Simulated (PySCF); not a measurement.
**A rate constant, worked out**

An elementary step of CH$_{7}$NSi, closed shell (CH₅N ([CH3][NH2]) + SiH₂ → CH₇NSi ([CH3][NH][SiH3]); H–N broken or loosened, Si–H, Si–N formed or tightened). The start structure is the complex of the reactants, bound by 1.48 eV, and the electronic barrier above it is 1.671 eV by CCSD(T) at an estimated basis limit (MP2 extrapolated from triple and quadruple zeta, plus CCSD(T) − MP2 in triple zeta). Computed with PySCF 2.14 with density fitting (its default auxiliary sets; JK sets also for MP2 and CCSD(T)) (basis: def2-TZVPP and def2-QZVPP); correlated methods freeze the cores. Extrapolation: Hartree–Fock as exp(−7.88 √X), correlation as X^−2.97. Harmonic wavenumbers (analytic Hessian with the translational sum rule) at PBE0-D4/def2-TZVP (PySCF 2.14 with density fitting (its default auxiliary sets; JK sets also for MP2 and CCSD(T))), in cm⁻¹:

Start: 133, 207, 235, 450, 578, 747, 837, 959, 1012, 1048, 1076, 1236, 1338, 1450, 1492, 1499, 1645, 1998, 2000, 3063, 3147, 3164, 3514, 3586.

Saddle: 1574i, 175, 232, 260, 562, 619, 706, 785, 932, 1039, 1091, 1129, 1175, 1321, 1452, 1480, 1504, 1902, 2113, 2165, 3009, 3063, 3106, 3548.

(1) Work out the transition-state-theory rate constant at 400 K from these numbers alone (harmonic vibrations; rotation, path degeneracy and anharmonicity left out), and the Wigner tunnelling factor. Use 1 cm⁻¹ = 1.2398 × 10⁻⁴ eV and k_B = 8.617 × 10⁻⁵ eV/K.

The T1 diagnostic stays at or below 0.013. The restricted Hartree–Fock reference is unstable towards an unrestricted one at one or more of these structures.

Results:

(1) Zero-point energies, half the sums: start 36414/2 cm⁻¹ = 2.2574 eV; saddle, real modes only, 33368/2 cm⁻¹ = 2.0686 eV.
Barrier with zero-point energy: 1.671 + 2.0686 − 2.2574 = 1.4822 eV.
k_BT = 0.03447 eV, so the barrier is 43.00 k_BT.
Vibrational partition functions from the zero-point level, ln q = −Σ ln(1 − exp(−hν/k_BT)): start 2.790, saddle 2.366.
k = (k_BT/h) exp(ln q‡ − ln q) exp(−E0/k_BT), with log₁₀(k_BT/h in s⁻¹) = 12.92: log₁₀ k = 12.92 + (-0.424 − 43.00)/2.3026 = -5.94, so k ≈ 1 × 10^(-6) s⁻¹.
Wigner factor: 1 + (hν‡/k_BT)²/24 = 1 + (5.66)²/24 = 2.34, too large for this simple formula to be trusted. A change of 1 kcal/mol (0.043 eV) in the barrier would change k by a factor of 3.5 at this temperature.

Losses and insertions of silylenes and their heavier kin drive the gas-phase chemistry of silicon and germanium vapour deposition.

Labels in which every atom is bracketed show which atoms are joined, not bond orders.

For scale, one of the runs: CCSD(T)/def2-TZVPP, 202 basis functions, launched by `OMP_NUM_THREADS=4 python run.py`. Time: 6 min of wall clock on 4 CPU threads of an Arm Neoverse V1; the host was shared. Peak host memory: 2.3 GiB.
